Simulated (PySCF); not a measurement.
Gas-phase reaction: Al2H6 + N2 = 2 Al + 2 NH3

Computed with PySCF and rigid-rotor harmonic-oscillator thermochemistry at 1 bar. † marks an energy on the PBE0/def2-TZVP geometry and frequencies; other levels use their own. CCSD(T) freezes the core. 6-31G* has spherical d functions here. Open shells (unrestricted): Al (multiplicity 2, electronic degeneracy 6); the rest are closed-shell singlets. Spin-orbit splitting is ignored; it lowers the true energy and changes the entropy of Al. B3LYP is the form with VWN-RPA correlation. Al2H6: computed as isolated molecules; such fragments, hydroxides, amides, oligomers or adducts are transient or little studied in the gas. CCSD(T) isn't extrapolated to the basis-set limit; its ΔH°(298 K) is 501.0 kJ in def2-SVP and 462.0 kJ in def2-TZVPP. The harmonic model lacks anharmonicity and excited electronic states, which grow with temperature; levels with a mode under 35 cm⁻¹ are left out.

```
level                ΔE electronic, kJ  ΔH°(298 K), kJ  ΔS°(298 K), J/K  ΔG°(1800 K), kJ
-------------------  -----------------  --------------  ---------------  ---------------
B3LYP/6-31G*                       399             459              248               53
BLYP/def2-TZVP†                    376             436              248               28
CCSD(T)/def2-TZVPP†                402             462              248               54
HF/6-31G*                          357             422              250                9
HF/def2-TZVP†                      347             407              248               -1
M06-2X/def2-TZVP†                  402             462              248               53
PBE/def2-SVP                       413             470              247               65
PBE0/def2-SVP†                     398             458              248               49
r2SCAN/def2-TZVP†                  417             476              248               68
```
ΔH° is lowest at HF/def2-TZVP† and highest at r2SCAN/def2-TZVP†. No reference value is set beside these.
